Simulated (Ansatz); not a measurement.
hcp Mg, relaxed in Ansatz (plane waves) with several semilocal functionals. Each gives its own volume and its own elastic constant C11:

| level | V0 (Å³/atom) | elastic constant C11 (GPa) | ln V0 | ln C11 |
|---|---|---|---|---|
| LDA | 21.612 | 70.68 | 3.0732 | 4.2582 |
| PBEsol | 22.512 | 66.95 | 3.1140 | 4.2039 |
| PBE | 22.945 | 64.26 | 3.1331 | 4.1629 |

**Question.** Fit a straight line to ln C11 against ln V0. What does it predict for r²SCAN, whose volume is 22.567 Å³/atom?

**Answer.** With x = ln V0 and y = ln C11: means 3.10677 and 4.20833; Σ(Δx Δy) = -0.002902, Σ(Δx²) = 0.001872, so the slope is -1.55. At x = 3.1165 the line gives y = 4.20833 + (-1.55) × (3.1165 − 3.10677) = 4.1932, or 66.23 GPa. The run with r²SCAN gives 72.23 GPa, +9.1 % from the line. The rows used scatter about it by up to 0.7 %, while the largest value lies 10 % above the smallest.

Measured: 63.5 GPa (measured, 0 K, extrapolated to 0 K; zero-point effects included; as tabulated in Ibrahim et al. (2023), arXiv:2305.03577).

Ansatz's density-functional and Hartree–Fock values are scalar-relativistic unless marked +SOC, with PAW data made under PBE.

Ansatz is a quantum-chemistry and plane-wave program.
